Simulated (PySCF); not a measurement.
**BH⁻, quartet: reading a ladder of total energies**

Geometry: a point of a stretch scan, not a stationary point.

```xyz
2

B     0.0000    0.0000    0.0000
H     0.0000    0.0000    1.3520
```

Basis aug-cc-pVDZ; PySCF 2.14.0. Only valence electrons are correlated (noble-gas cores frozen), which leaves 5 electrons in 31 orbitals. R marks a restricted (for open shells ROHF) determinant, U an unrestricted one.

Full CI is exact within this basis and frozen core; it isn't the basis-set limit. The frozen core follows each run's orbitals, which can shift R against U totals by a few meV.

Restricted and unrestricted runs freeze slightly different cores, so the step to full CI, which has another core, is uncertain by up to 0.1 kcal/mol.

```
   level  total energy (hartree)
     UHF              -25.103660
    UMP2              -25.163811
   UCCSD              -25.181344
UCCSD(T)              -25.183750
  UCCSDT              -25.184546
 full CI              -25.184657
```

Question: What is the correlation energy at full CI, and what share of it do UMP2 and UCCSDT recover?

Answer: E(corr) = -25.184657 − (-25.103660) = -0.080997 hartree = -2.204 eV. UMP2: -0.060151 / -0.080997 = 74.26 %. UCCSDT: -0.080886 / -0.080997 = 99.86 %.

Question: By how many kcal/mol does UCCSD(T) miss full CI (1 hartree = 627.509 kcal/mol), and which steps make up the rest?

Answer: -25.183750 − (-25.184657) = 0.000907 hartree = 0.57 kcal/mol. Steps: UCCSDT − UCCSD(T) = -0.50, full CI − UCCSDT = -0.07 kcal/mol. That is within 1 kcal/mol of the reference in this basis, which itself misses far more of the correlation at the basis-set limit.
